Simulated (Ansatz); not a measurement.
Process, species as SMILES: ClO (OH-Cl) → [OH] (OH) + Cl atom
B3LYP-D3(BJ)/def2-TZVP geometries, fixed; electronic energies without zero-point terms.

Energies in hartree at PBE with Ansatz (an electronic-structure program); the bond dissociation energy is their sum with the coefficients shown, times 627.509 kcal/mol a hartree. All functions are spherical. Open shells are unrestricted. No added dispersion term, no relativity.

```
species      coefficient  part  cc-pV(D+d)Z  cc-pV(T+d)Z  cc-pV(Q+d)Z
-----------  -----------  ----  -----------  -----------  -----------
OCl (OH-Cl)           -1   PBE   -535.69723   -535.74847   -535.76070
[OH] (OH)             +1   PBE    -75.64513    -75.67726    -75.68589
Cl atom               +1   PBE   -459.94929   -459.96552   -459.96943
```

**Question.** Predict the bond dissociation energy in cc-pV(5+d)Z (X = 5): let each PBE step shrink by the ratio of the last two. Compare with the run.

**Answer.** 
- OCl (OH-Cl): steps -0.05124 and -0.01223, ratio 0.239, so PBE -535.76362 (run: -535.76698).
- [OH] (OH): steps -0.03213 and -0.00863, ratio 0.269, so PBE -75.68821 (run: -75.68938).
- Cl atom: steps -0.01623 and -0.00391, ratio 0.241, so PBE -459.97037 (run: -459.97270).
Predicted 65.91 kcal/mol; the run in cc-pV(5+d)Z gives 65.83, a miss of 0.09. Keeping the value in cc-pV(Q+d)Z, 66.13, would miss by 0.30. All sums are of the energies as printed.
